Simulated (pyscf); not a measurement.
Elementary routes open to `[SiH2]=[Se]` + `[ClH]` in the gas phase (singlet surface):
A. `[Cl][SiH2][SeH]` (Cl–H broken; H–Se, Cl–Si formed)
B. `[Cl][SiH]=[Se]` + `[H][H]` (H–Si, Cl–H broken; Cl–Si, H–H formed)

Optimised with ωB97X-D3(BJ)/def2-SVP in PySCF.

Q: Rank the routes by free-energy barrier at 900 K, lowest first, for ωB97M-D3(BJ)/def2-TZVP energies (ideal gas, 1 atm, RRHO with modes under 100 cm⁻¹ raised to 100, one conformer, R ln 2 for chiral ones without a mode under 150 cm⁻¹).

A: A (27.2 kcal/mol), B (44.4 kcal/mol)

Route A is the fastest of these, ahead of the next by 17.2 kcal/mol. The most stable products are those of A (ΔG = -19.3 kcal/mol), so kinetics and thermodynamics agree. At 298 K A is still the fastest. A: On the reactant side the descent ends in a complex, 6.5 kcal/mol under the separated species and 3.1 kcal/mol under the saddle at ωB97X-D3(BJ)/def2-TZVP. B: On the reactant side the descent ends in a complex, 6.5 kcal/mol under the separated species and 20.6 kcal/mol under the saddle at ωB97X-D3(BJ)/def2-TZVP. Only these routes are compared; each barrier is that of the saddle found, and lower ones may exist. Elements up to Kr have no core potential and no relativistic terms here.
